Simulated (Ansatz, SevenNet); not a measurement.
Elastic constant C33 (GPa) of solids drawn from the class of elemental solids other than molecular ones, at two levels: the machine-learned potential SevenNet-l3i5 (trained on PBE and PBE+U data), and r²SCAN in Ansatz (plane waves, PAW).

```tsv
solid	SevenNet-l3i5	r²SCAN	shift (%)
hcp Zr	130	166	+28
hcp Zn	57.7	71.7	+24
hcp Cd	24.1	41.6	+73
hcp Be	209	403	+93
hcp Tc	394	566	+44
hcp Tl	27.7	46.4	+68
body-centred tetragonal In	39.7	44.8	+12.8
hcp Mg	48.9	79.3	+62
hcp Ti	144	191	+33
hcp Os	641	887	+38
```

The shifts run from +12.8 % to +93 %, with a median of +41 %.

Over all 10 rows r²SCAN is the larger in 10.

Ansatz's runs of these crystals have no spin polarisation. Meta-GGA and hybrid levels favour moments, which can bear on hcp Ti.

Spin–orbit coupling is left out, also for the solids with elements from indium on (hcp Tl, body-centred tetragonal In, hcp Os); its size isn't shown.

Each level is taken at its own relaxed cell. Ansatz's density-functional and Hartree–Fock values are scalar-relativistic unless marked +SOC, with PAW data made under PBE.

Ansatz is a program for electronic structure.
